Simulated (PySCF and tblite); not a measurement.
Values are calculated unless marked as measured or tabulated.
C5H10S, numbered as in [SH:1][CH2:2][CH2:3][CH:4]1[CH2:5][CH2:6]1.

Free energies: PBE0-D3(BJ)/pcSseg-1 (IEF-PCM, chloroform) on GFN2-xTB structures plus GFN2-xTB thermal terms, symmetry and mirror images included. Conformers within 2.5 kcal/mol (GFN2-xTB free energy) were kept, 6 at most. GIAO shieldings: PBE0/pcSseg-1 (IEF-PCM, chloroform). Shifts are against TMS (¹H), TMS (¹³C) at the same level; of two unlike H on one atom, a is the less shielded. Programs: PySCF with density fitting and tblite.

Q: Predict the averaged NMR shifts at 298.15 K.

A: ¹H: 2.64 (H2, 2H), 1.43 (H3, 2H), 0.85 (H4, 1H), 0.49 (H5a/H6a, 2H), 0.10 (H5b/H6b, 2H) ppm. ¹³C: 44.9 (C3), 32.5 (C2), 13.1 (C4), 6.2 (C5/C6) ppm.

Q: How do the conformers differ?

A: Torsions listed: H1–S1–C2–C3, S1–C2–C3–C4, C2–C3–C4–C5. Of a mirror pair one member is shown.
```json
{"conformer": "1", "shape": "-61°, -176°, 153°", "weight %": "25.2"}
{"conformer": "2", "shape": "-61°, -178°, -84°", "weight %": "23.7"}
{"conformer": "3", "shape": "70°, -69°, -76°", "weight %": "18.0"}
{"conformer": "4", "shape": "61°, 64°, 155°", "weight %": "16.2"}
{"conformer": "5", "shape": "63°, -69°, 164°", "weight %": "13.4"}
```

Not shown: 1 more, 3.5 % in all.

```
 signal     1     2     3     4     5  average
     H2  2.57  2.57  2.62  2.71  2.77     2.64
     H3  1.40  1.38  1.48  1.37  1.55     1.43
     H4  0.67  0.65  1.04  1.62  0.42     0.85
H5a/H6a  0.47  0.46  0.50  0.50  0.51     0.49
H5b/H6b  0.10  0.03  0.09  0.07  0.23     0.10
     C2  31.6  31.7  32.3  33.4  34.2     32.5
     C3  47.1  47.1  42.7  43.5  42.0     44.9
     C4  14.3  14.2  11.1  11.8  12.7     13.1
  C5/C6   6.4   6.2   5.9   6.1   6.3      6.2
```

H on N, O and S are left out: they exchange, and hydrogen bonds move them by several ppm. Shifts are unscaled: against experiment ¹³C can be off by 15 ppm or more and ¹H by 0.8 ppm. For its torsions the set is small; conformers may be missing.
